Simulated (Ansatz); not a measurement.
Seven cases of atomisation energy of first-row species (electronic energies, kcal/mol); geometries: B3LYP-D3(BJ)/def2-TZVP. The cases were drawn at random from those of this class that have a high level and all functionals, leaving out states under which another spin lies or may lie. Left out are anions, K, Ca, elements past Kr, ionisation of Li, Na and Mg, pi-pi* triplets of linear molecules and other triplets made from a closed-shell parent. Runs that doubt their state, and full CI more than 15 mEh from coupled cluster, are set aside; a case stays where another high level and all functionals remain. AFQMC serves as high level only in triple zeta or larger, with a steady walk, a bar under 0.8 kcal/mol and agreement with other high levels or trials where they ran; where none ran, an unstable determinant or (outside 3d species) a high T1 diagnostic also bars it, so strongly correlated cases are thinned. No case was kept or dropped by the size of a functional's miss. High levels with a bar over 0.5 kcal/mol are left out too, and the seventh case lies inside the range of the six. Affinities count positive where energy is released, gaps as the second state minus the first. PBE is by Ansatz (an electronic-structure program) in def2-TZVPD. High levels (Ansatz): P = CCSD(T)/CBS(cc-pVQZ,cc-pV5Z) + [CCSDT(Q) - CCSD(T)]/cc-pVDZ + core + X2C; Q = CCSD(T)/CBS(cc-pVQZ,cc-pV5Z) + [CCSDT(Q) - CCSD(T)]/cc-pVTZ + [CCSDTQ - CCSDT(Q)]/cc-pVDZ + core + X2C; R = CCSD(T)/CBS(cc-pVQZ,cc-pV5Z) + [CCSDT(Q) - CCSD(T)]/cc-pVTZ + core + X2C; S = CCSD(T)/CBS(cc-pVTZ,cc-pVQZ) + [CCSDT(Q) - CCSD(T)]/cc-pVDZ + core + X2C. Radicals and triplets start from unrestricted determinants; spin-orbit coupling is neglected. CBS(X,Y): correlation extrapolated as X^-3, Hartree-Fock from the larger set (Q,5: extrapolated as (X+1)exp(-9√X)). A bracket is a step between two methods taken in the basis named. The functionals are non-relativistic, so their misses hold any scalar relativity. 'core' is core correlation in cc-pwCVTZ, 'X2C' scalar relativity in cc-pVTZ-DK, both at CCSD(T). Where a partner has so few electrons that a lower coupled-cluster level is exact, that level stands in. The restricted determinant of C3H3N (C=CC#N, singlet) is unstable towards broken spin symmetry in at least one set run. The restricted determinant of F2O (FOF, singlet) is unstable towards broken spin symmetry in at least one set run.

```json
[
 {"case": "C4H6 (SMILES C(CC)#C)", "PBE": "1017.9", "level": "S", "high level": "1000.7"},
 {"case": "C2H6 (ethane, SMILES CC)", "PBE": "716.1", "level": "P", "high level": "712.9"},
 {"case": "C3H3N (SMILES C=CC#N)", "PBE": "790.6", "level": "S", "high level": "763.4"},
 {"case": "OF2 (SMILES FOF)", "PBE": "123.0", "level": "R", "high level": "94.1"},
 {"case": "C2H2 (acetylene, SMILES C#C)", "PBE": "414.2", "level": "Q", "high level": "405.0"},
 {"case": "CHNO (isocyanic acid, SMILES N=C=O)", "PBE": "463.7", "level": "Q", "high level": "434.2"},
 {"case": "H3BO3 (boric acid, SMILES OB(O)O)", "PBE": "741.4", "level": "S", "high level": "withheld"}
]
```

Problem. Fit a straight line from PBE to the high level over the first six rows by least squares, predict the seventh, and compare with the calculation.

Solution. Means: PBE 587.58, high level 568.38. Sxx = 504151, Sxy = 509493, slope 1.0106, intercept -25.43 kcal/mol; residual standard deviation 11.9 kcal/mol. Seventh row: 1.0106·(741.4) -25.43 = 723.8 kcal/mol. The calculation gave 732.1 kcal/mol: the line differs from it by -8.3, PBE itself by +9.3.
